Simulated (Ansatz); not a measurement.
**C₆H₁₄O: a ladder of functionals and wavefunction methods**

An exercise on one series of results from a longer session: the logs are not shown, and one member is left open.

The runs use Ansatz 0.2.0, Gaussian basis; functionals in def2-TZVPP, the program's frozen cores in correlated methods.

Levels to be run: LDA (SPW92), PBE-D4, revPBE-D4, BLYP-D4, r2SCAN-D4, B97M-V, PBE0-D4, B3LYP-D4, r2SCANh-D4, r2SCAN0-D4, HSE06-D4, BHLYP-D4, CAM-B3LYP-D4, LC-ωPBE, ωB97X-V, ωB97M-V, B2PLYP, PBE-QIDH; CCSD(T)/def2-SVP; CCSD(T)/def2-TZVPP; MP2/def2-QZVPP; extrapolation to the limit; RPA on PBE.

**The relaxed structure**

All runs share one geometry, relaxed beforehand with PBE0-D4 in a triple-zeta def2 set.

SMILES `CCCC(O)CC`, 21 atoms, charge 0, spin multiplicity 1.

Atoms are counted from 1 here; the program's logs count them from 0.

Bond lengths: C1–C2 1.519 Å, C1–H8 1.094 Å, C1–H9 1.092 Å, C1–H10 1.094 Å, C2–C3 1.519 Å, C2–H11 1.094 Å, C2–H12 1.096 Å, C3–C4 1.520 Å, C3–H13 1.100 Å, C3–H14 1.097 Å, C4–O5 1.420 Å, C4–C6 1.521 Å, C4–H15 1.097 Å, O5–H16 0.962 Å, C6–C7 1.518 Å, C6–H17 1.099 Å, C6–H18 1.095 Å, C7–H19 1.091 Å and more. Angles: C2–C1–H8 111.1°, C2–C1–H9 111.6°, C2–C1–H10 111.3°, H8–C1–H9 107.6°, H8–C1–H10 107.4°, H9–C1–H10 107.7°, C1–C2–C3 112.8°, C1–C2–H11 110.1°, C1–C2–H12 109.7°, C3–C2–H11 109.0°, C3–C2–H12 109.0°, H11–C2–H12 106.0°, C2–C3–C4 113.9°, C2–C3–H13 109.7°, C2–C3–H14 109.7°, C4–C3–H13 108.5°, C4–C3–H14 108.8°, H13–C3–H14 105.9° and more.

Set-up of the first run:

The input, in.yaml:

```yaml
crystal:
  periodic: [false, false, false]
  atoms:
    - {symbol: C, position_ang: [0.409818, -3.082373, -0.873222]}
    - {symbol: C, position_ang: [-0.412444, -1.824816, -0.652662]}
    - {symbol: C, position_ang: [0.395971, -0.692972, -0.042047]}
    - {symbol: C, position_ang: [-0.386814, 0.598538, 0.132578]}
    - {symbol: O, position_ang: [-0.882938, 1.075683, -1.109227]}
    - {symbol: C, position_ang: [0.422705, 1.666555, 0.852779]}
    - {symbol: C, position_ang: [-0.364606, 2.934474, 1.129034]}
    - {symbol: H, position_ang: [1.246380, -2.892022, -1.552041]}
    - {symbol: H, position_ang: [-0.191854, -3.884334, -1.307064]}
    - {symbol: H, position_ang: [0.829117, -3.453315, 0.066693]}
    - {symbol: H, position_ang: [-0.842806, -1.485734, -1.599144]}
    - {symbol: H, position_ang: [-1.262202, -2.049195, 0.002509]}
    - {symbol: H, position_ang: [1.276337, -0.486457, -0.668292]}
    - {symbol: H, position_ang: [0.788045, -1.003264, 0.933898]}
    - {symbol: H, position_ang: [-1.290478, 0.387826, 0.718191]}
    - {symbol: H, position_ang: [-0.126639, 1.270954, -1.671486]}
    - {symbol: H, position_ang: [1.309021, 1.896801, 0.245724]}
    - {symbol: H, position_ang: [0.800349, 1.245057, 1.790677]}
    - {symbol: H, position_ang: [-0.764776, 3.353427, 0.204102]}
    - {symbol: H, position_ang: [-1.210671, 2.731730, 1.791697]}
    - {symbol: H, position_ang: [0.258473, 3.693425, 1.607291]}
basis:
  gaussian: {orbitals: def2-TZVPP}
hamiltonian: {xc: lda}
output: {orbitals: {seedname: orbitals}}
```

The run is started by

```
$ ansatz run in.yaml --threads 2 --pin off --events-out ev --progress --plain --max-ram 32768MiB --backend cuda --devices 0, --max-vram 18GiB
```

Among the steps run: LDA; PBE-D4 (GGA); revPBE-D4 (GGA); BLYP-D4 (GGA); r2SCAN-D4 (meta-GGA); B97M-V (meta-GGA); B3LYP-D4 (hybrid); r2SCANh-D4 (hybrid); r2SCAN0-D4 (hybrid); HSE06-D4 (hybrid); BHLYP-D4 (hybrid); CAM-B3LYP-D4 (range-separated); LC-ωPBE (range-separated); ωB97X-V (range-separated); ωB97M-V (range-separated); B2PLYP (double hybrid); PBE-QIDH (double hybrid).

One table of the session follows, with a row left open; its other results are not shown here.

It belongs to the step «Frontier levels by functional». 

| functional | HOMO (eV) | LUMO (eV) | gap (eV) |
| --- | --- | --- | --- |
| LDA (SPW92) | -6.28 | -0.08 | 6.21 |
| PBE-D4 | -6.10 | 0.13 | 6.23 |
| revPBE-D4 | -6.03 | 0.24 | 6.26 |
| BLYP-D4 | ? | ? | ? |
| r2SCAN-D4 | -6.42 | 0.81 | 7.23 |
| B97M-V | -6.62 | 0.29 | 6.91 |
| PBE0-D4 | -7.70 | 0.96 | 8.65 |
| B3LYP-D4 | -7.47 | 0.61 | 8.08 |
| r2SCANh-D4 | -7.02 | 1.05 | 8.08 |
| r2SCAN0-D4 | -7.92 | 1.40 | 9.32 |
| HSE06-D4 | -7.29 | 0.59 | 7.88 |
| BHLYP-D4 | -9.22 | 1.57 | 10.79 |
| CAM-B3LYP-D4 | -9.18 | 1.71 | 10.89 |
| LC-ωPBE | -10.48 | 3.02 | 13.51 |
| ωB97X-V | -10.17 | 2.80 | 12.97 |
| ωB97M-V | -10.11 | 2.38 | 12.49 |

Estimate the missing values for BLYP-D4.

Worked estimate for «HOMO (eV)». Against the share of exact exchange, B3LYP-D4 (0.2, -7.47), BHLYP-D4 (0.5, -9.22) give a slope of -5.83 per unit share; at 0 the line stands at -6.30.

**Answer.** HOMO (eV): -6.02; LUMO (eV): 0.12; gap (eV): 6.14. In «HOMO (eV)» the line misses by -0.28.
